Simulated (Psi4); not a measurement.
# C2F4 (tetrafluoroethylene): HF/6-31G(d) (spherical functions)

Aim: the vertical ionisation energy of C2F4 (tetrafluoroethylene) at HF/6-31G* (spherical functions), from 2 runs. 

The results are computed with Psi4 1.11.

2 further runs of the same task are left out: 2 set aside as unsound or not needed.

## (1) Starting point

The species is C2F4 (6 atoms), meant as a singlet with charge 0. As SMILES, `FC(F)=C(F)F`. The coordinates come from a PBE0-D4/def2-TZVP relaxation.

Bond lengths: F1–C2 1.310 Å, C2–F3 1.310 Å, C2–C4 1.320 Å, C4–F5 1.310 Å, C4–F6 1.310 Å. Angles: F1–C2–F3 113.3°, F1–C2–C4 123.4°, F3–C2–C4 123.4°, C2–C4–F5 123.4°, C2–C4–F6 123.4°, F5–C4–F6 113.3°.

## (2) The energy at HF/6-31G(d) (spherical functions)

job.dat reads:

```
memory 1600 mb

molecule system {
  F      1.169200    -1.134500    -0.708000
  C      0.202500    -0.640200     0.025700
  F     -0.337500    -1.520600     0.832300
  C     -0.188400     0.618800    -0.041100
  F      0.351500     1.499300    -0.847600
  F     -1.155200     1.113100     0.692600
  units angstrom
  symmetry c1
}

set globals {
  puream        true
  e_convergence 1e-09
  d_convergence 1e-08
  scf_type      pk
}

e_tot, wfn = energy('hf/6-31G*', return_wfn=True)
oeprop(wfn, 'DIPOLE', 'MAYER_INDICES', 'QUADRUPOLE')
```

The run is started by

```console
$ psi4 -i job.dat -o job.out -n 1
```

job.out, cut to the lines that bear on the results:

```text
[...]
  Running in c1 symmetry.
[...]
  Nuclear repulsion =  245.555220689731556
[...]
  Multiplicity = 1
[...]
  Nalpha       = 24
  Nbeta        = 24
[...]
    Number of basis functions: 84
[...]
   @RHF iter   1:  -473.32874707270940   -4.64328e-01   5.39035e-03 DIIS/ADIIS
[...]
   @RHF iter  10:  -473.41039725355927   -1.19371e-12   3.51247e-09 DIIS
[...]
    Orbital Energies [Eh]
    ---------------------
    Doubly Occupied:
       1A    -26.363147     2A    -26.363117     3A    -26.363095
       4A    -26.363079     5A    -11.444184     6A    -11.442464
       7A     -1.726723     8A     -1.710844     9A     -1.662643
      10A     -1.652087    11A     -1.097229    12A     -0.912179
      13A     -0.859775    14A     -0.837908    15A     -0.799722
      16A     -0.784547    17A     -0.757485    18A     -0.731385
      19A     -0.708043    20A     -0.702006    21A     -0.686607
      22A     -0.670599    23A     -0.666016    24A     -0.391472
[...]
  @RHF Final Energy:  -473.41039725355927
   => Energetics <=
    Nuclear Repulsion Energy =            245.5552206897315557
    One-Electron Energy =               -1146.5385242352883779
    Two-Electron Energy =                 427.5729062919975831
    Total Energy =                       -473.4103972535592675
[...]
 Multipole Moments:
 ------------------------------------------------------------------------------------
     Multipole            Electronic (a.u.)      Nuclear  (a.u.)        Total (a.u.)
 ------------------------------------------------------------------------------------
 L = 1.  Multiply by 2.5417464519 to convert [e a0] to [Debye]
 Dipole X            :          0.0001409            0.0000453            0.0001862
 Dipole Y            :         -0.0000728           -0.0000226           -0.0000954
 Dipole Z            :         -0.0001066           -0.0000226           -0.0001292
 Magnitude           :                                                    0.0002459
 L = 2.  Multiply by 1.3450342976 to convert [e a0^2] to [Debye ang]
 Quadrupole XX       :       -118.8406394           96.0881129          -22.7525265
 Quadrupole XY       :         56.2027491          -55.7895882            0.4131609
[...]
```

It took 2.3 s on 1 thread of Intel Xeon Platinum 8488C (Sapphire Rapids), shared host; peak memory 0.28 GiB.

## (3) The doublet cation: energy and gradient at UHF/6-31G(d) (spherical functions)

c2f4.xyz reads:

```xyz
6
C2F4
F      1.169200    -1.134500    -0.708000
C      0.202500    -0.640200     0.025700
F     -0.337500    -1.520600     0.832300
C     -0.188400     0.618800    -0.041100
F      0.351500     1.499300    -0.847600
F     -1.155200     1.113100     0.692600
```

job.py reads:

```python
import psi4

psi4.set_memory(1600000000)
psi4.set_num_threads(1)
psi4.set_output_file('c2f4.out', False)

with open('c2f4.xyz') as f:
    atoms = ''.join(f.readlines()[2:])
m = psi4.geometry('1 2\n' + atoms + 'symmetry c1\nno_reorient\nno_com')

psi4.set_options({
    'basis': '6-31G*',
    'reference': 'uhf',
    'puream': True,
    'e_convergence': 1e-09,
    'd_convergence': 1e-08,
    'scf_type': 'pk',
    'maxiter': 100,
})

result, w = psi4.gradient("scf", molecule=m, return_wfn=True)
psi4.oeprop(w, "MULLIKEN_CHARGES", "MAYER_INDICES", "DIPOLE")
print('gradient / Eh bohr^-1')
print(result.np.round(6))
print(f'energy = {w.energy():.10f} Eh')
```

The run is started by

```console
$ python job.py
```

c2f4.out, cut to the lines that bear on the results:

```text
[...]
  Running in c1 symmetry.
[...]
  Nuclear repulsion =  245.555220689731556
[...]
  Multiplicity = 2
[...]
  Nalpha       = 24
  Nbeta        = 23
[...]
    Number of basis functions: 84
[...]
   @UHF iter   1:  -472.88684064952196   -2.24215e-02   7.36754e-03 ADIIS/DIIS
[...]
   @UHF iter  14:  -473.05817499306482   -9.66338e-13   3.64397e-09 DIIS
[...]
   @S^2 Observed:                7.546833345E-01
[...]
  @UHF Final Energy:  -473.05817499306482
   => Energetics <=
    Nuclear Repulsion Energy =            245.5552206897315557
    One-Electron Energy =               -1132.1397613197309511
    Two-Electron Energy =                 413.5263656369345995
    Total Energy =                       -473.0581749930648243
  UHF NO Occupations:
  HONO-2 :   22  A 1.9995199
  HONO-1 :   23  A 1.9992592
[...]
  -Total Gradient:
     Atom            X                  Y                   Z
    ------   -----------------  -----------------  -----------------
       1        0.052975720790    -0.037951812898    -0.036484364390
       2       -0.055692549160     0.179478563991    -0.009531507138
       3       -0.023363952357    -0.057540205584     0.041568734324
       4        0.055762635235    -0.179510785025     0.009483808022
       5        0.023334868771     0.057541922378    -0.041539990679
       6       -0.053016723280     0.037982317135     0.036503319858
[...]
 Multipole Moments:
 ------------------------------------------------------------------------------------
     Multipole            Electronic (a.u.)      Nuclear  (a.u.)        Total (a.u.)
 ------------------------------------------------------------------------------------
 L = 1.  Multiply by 2.5417464519 to convert [e a0] to [Debye]
 Dipole X            :         -0.6226137            0.6360818            0.0134681
 Dipole Y            :          0.9485693           -0.9688626           -0.0202933
 Dipole Z            :          0.6820891           -0.6967420           -0.0146529
 Magnitude           :                                                    0.0284239
[...]
```

Standard output:

```text
gradient / Eh bohr^-1
[[ 0.052976 -0.037952 -0.036484]
 [-0.055693  0.179479 -0.009532]
 [-0.023364 -0.05754   0.041569]
 [ 0.055763 -0.179511  0.009484]
 [ 0.023335  0.057542 -0.04154 ]
 [-0.053017  0.037982  0.036503]]
energy = -473.0581749931 Eh
```

Wall time 5.1 s (1 thread of Intel Xeon Platinum 8488C (Sapphire Rapids), shared host); peak memory 0.28 GiB.

## (4) Outcome

At HF/6-31G* (spherical functions):

| quantity | value |
| --- | --- |
| singlet C2F4: total energy | -473.41040 Eh |
| singlet C2F4: dipole moment | 0.00 D |
| singlet C2F4: HOMO energy | -10.65 eV |
| singlet C2F4: LUMO energy | 5.50 eV |
| singlet C2F4: HOMO–LUMO gap | 16.16 eV |
| doublet cation: total energy | -473.05817 Eh |
| doublet cation: HOMO energy (highest over α and β) | -20.52 eV |
| doublet cation: LUMO energy (lowest over α and β) | -8.52 eV |
| doublet cation: ⟨S²⟩ | 0.755 |
| doublet cation: largest force on an atom | 9.678 eV/Å |
| vertical ionisation energy (to the doublet cation) | 9.584 eV |

The vertical ionisation energy comes to 9.58 eV (221 kcal/mol). The negative HOMO energy of the first species, 10.65 eV, lies 1.07 eV above that difference.
